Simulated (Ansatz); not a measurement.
Process, species as SMILES: FC(F)=C + 4 [H][H] (H2) → 2 C (CH4) + 2 F (HF)
B3LYP-D3(BJ)/def2-TZVP geometries, fixed; electronic energies without zero-point terms.

Basis-set convergence of the energy of full hydrogenation at MP2 with Ansatz (an electronic-structure program). Cartesian d functions, on some or all atoms, in 6-31G*; all else is spherical. Cores are frozen. No added dispersion term, no relativity. Functions are those of the species that has most. Reference: Hartree-Fock in aug-cc-pVQZ plus the correlation part extrapolated as X^-3 from aug-cc-pVTZ and aug-cc-pVQZ, -102.45 kcal/mol, itself unsure by roughly 0.11 kcal/mol (a third of the extrapolation step and of the last Hartree-Fock step). Deviations are taken from unrounded values.

```
basis              functions  energy of full hydrogenation (kcal/mol)  minus reference (kcal/mol)
-----------------  ---------  ---------------------------------------  --------------------------
STO-3G                    22                                   -49.53                       52.92
3-21G                     40                                   -59.72                       42.73
6-31G*                    64                                   -77.59                       24.86
cc-pVDZ                   66                                   -95.23                        7.22
6-311G**                  84                                   -97.49                        4.96
6-311+G**                100                                  -105.09                       -2.64
aug-cc-pVDZ              110                                  -107.95                       -5.50
6-311++G(2d,2p)          128                                  -105.80                       -3.35
def2-TZVP                136                                   -94.83                        7.62
cc-pVTZ                  148                                   -99.55                        2.90
pcseg-2                  148                                  -102.89                       -0.44
def2-TZVPP               152                                  -101.74                        0.71
def2-TZVPD               172                                   -97.48                        4.97
6-311++G(3df,3pd)        192                                  -102.99                       -0.54
aug-cc-pVTZ              230                                  -102.92                       -0.47
cc-pVQZ                  280                                  -101.79                        0.66
def2-QZVPP               288                                  -102.84                       -0.39
def2-QZVPPD              324                                  -103.22                       -0.77
```

The smallest set listed that lies within 2 kcal/mol of the reference with all its larger relatives (same family, alike in diffuse functions; a set with none counts only in the reference's own line) is pcseg-2 (148 functions, -0.44 kcal/mol off). Inside, with no larger relative to test it: 6-311++G(3df,3pd), cc-pVQZ, def2-QZVPPD. (Relatives not listed, tested too: def2-QZVP -0.39, pcseg-3 -0.71, aug-cc-pVQZ -0.09 kcal/mol.)
